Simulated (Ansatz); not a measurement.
One change: `CC(C)C#N` becomes `CC(C)CF`.

Ansatz, PBE0-D4/def2-TZVP geometries, multiplicity 1. Each molecule was computed in one conformer, which needn't be the lowest.

```tsv
property	`CC(C)C#N`
zero-point energy (PBE0-D4/def2-TZVP) / kJ/mol	269.7
LUMO energy (B3LYP/def2-TZVPP) / eV	0.19
HOMO–LUMO gap (PBE/def2-TZVPP) / eV	7.48
LUMO energy (ωB97M-V/def2-TZVPP) / eV	2.06
ideal-gas entropy at 298 K and 1 bar (rigid rotor, harmonic PBE0-D4/def2-TZVP) / J/(mol·K)	314
HOMO energy (B3LYP/def2-TZVPP) / eV	-8.99
```

What does the change do to each property? (An estimate is asked.)

Computed: 
```
                                                                                  property  `CC(C)CF`  shift
                                            zero-point energy (PBE0-D4/def2-TZVP) / kJ/mol      327.8   58.1
                                                       LUMO energy (B3LYP/def2-TZVPP) / eV       0.76   0.57
                                                       HOMO–LUMO gap (PBE/def2-TZVPP) / eV       7.78   0.30
                                                     LUMO energy (ωB97M-V/def2-TZVPP) / eV       2.53   0.47
ideal-gas entropy at 298 K and 1 bar (rigid rotor, harmonic PBE0-D4/def2-TZVP) / J/(mol·K)        322      8
                                                       HOMO energy (B3LYP/def2-TZVPP) / eV      -8.85   0.14
```

With PBE0 the HOMO rises by 0.17 eV and the LUMO rises by 0.58 eV, so the gap widens by about 0.41 eV. PBE moves the HOMO by 0.40 eV and ωB97M-V by 0.13 eV. The zero-point energy changes by 58.1 kJ/mol with +6 modes.

B3LYP here is the variant with VWN-RPA as its local correlation; programs differ in this.
